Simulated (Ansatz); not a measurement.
# Phosphine (PH3): vertical ionisation energy

An exercise on one series of results from a longer session: the logs are not shown, and one member is left open.

Computed with Ansatz 0.2.0, Gaussian basis. Level: unrestricted cation, the program's frozen cores in correlated methods.

Levels to be run: UKS PBE-D4/def2-TZVPP; UKS r2SCAN-D4/def2-TZVPP; UKS PBE0-D4/def2-TZVPP; UKS B3LYP-D4/def2-TZVPP; UKS wB97X-V/def2-TZVPP; UKS wB97M-V/def2-TZVPP; UKS B2PLYP/def2-TZVPP; UHF-CCSD(T)/def2-TZVPP; UHF-CCSD(T)/def2-QZVPP; extrapolation to the limit; then −ε(HOMO) from the neutral's earlier runs with LDA (SPW92), PBE-D4, revPBE-D4, BLYP-D4, r2SCAN-D4, B97M-V, PBE0-D4, B3LYP-D4, r2SCANh-D4, r2SCAN0-D4, HSE06-D4, BHLYP-D4, CAM-B3LYP-D4, LC-ωPBE, ωB97X-V, ωB97M-V.

## The geometry

All runs share one geometry, relaxed beforehand with PBE0-D4 in a triple-zeta def2 set.

4 atoms, charge 0, spin multiplicity 1.

Atoms are counted from 1 here; the program's logs count them from 0.

Bond lengths: P1–H2 1.420 Å, P1–H3 1.420 Å, P1–H4 1.420 Å. Angles: H2–P1–H3 93.1°, H2–P1–H4 93.1°, H3–P1–H4 93.1°.

The first run:

in.yaml reads:

```yaml
crystal:
  periodic: [false, false, false]
  atoms:
    - {symbol: P, position_ang: [0.345982, -0.326530, -0.332826]}
    - {symbol: H, position_ang: [0.630897, -0.034008, 1.026964]}
    - {symbol: H, position_ang: [-1.005545, -0.663003, -0.057227]}
    - {symbol: H, position_ang: [0.028666, 1.023531, -0.636900]}
basis:
  gaussian: {orbitals: def2-TZVPP}
total_charge: 1
magnetization: {spin_polarized: true, initial_magnetization: 1}
hamiltonian: {xc: pbe, dispersion: d4}
```

The run is started by

```sh
$ ansatz run in.yaml --threads 2 --pin off --events-out ev --progress --plain --max-ram 32768MiB --backend cpu
```

Among the steps run: Cation, UKS PBE-D4/def2-TZVPP; Cation, UKS r2SCAN-D4/def2-TZVPP; Cation, UKS PBE0-D4/def2-TZVPP; Cation, UKS B3LYP-D4/def2-TZVPP; Cation, UKS wB97X-V/def2-TZVPP; Cation, UKS wB97M-V/def2-TZVPP; Cation, UKS B2PLYP (frozen core)/def2-TZVPP; Cation, UHF-CCSD(T)/def2-TZVPP; Cation, UHF-CCSD(T)/def2-QZVPP.

One table of the session follows, with a row left open; its other results are not shown here.

It belongs to the step «Ionisation energies side by side». For comparison, −ε(HOMO) of the neutral from earlier runs:

| functional | −ε(HOMO) (eV) |
| --- | --- |
| LDA (SPW92) | ? |
| PBE-D4 | 6.68 |
| revPBE-D4 | 6.66 |
| BLYP-D4 | 6.56 |
| r2SCAN-D4 | 6.94 |
| B97M-V | 7.05 |
| PBE0-D4 | 7.86 |
| B3LYP-D4 | 7.66 |
| r2SCANh-D4 | 7.37 |
| r2SCAN0-D4 | 8.03 |
| HSE06-D4 | 7.46 |
| BHLYP-D4 | 8.93 |
| CAM-B3LYP-D4 | 9.21 |
| LC-ωPBE | 10.60 |
| ωB97X-V | 10.23 |
| ωB97M-V | 10.08 |

Q: Estimate the row for LDA (SPW92) from the others.

**Answer.** −ε(HOMO) (eV): 6.74. In the column «−ε(HOMO) (eV)» it lies between PBE-D4 (6.68) and r2SCAN-D4 (6.94).

Caveats from the session: The cation may have settled in a state other than its lowest; no search over hole states beyond the program's own was made.
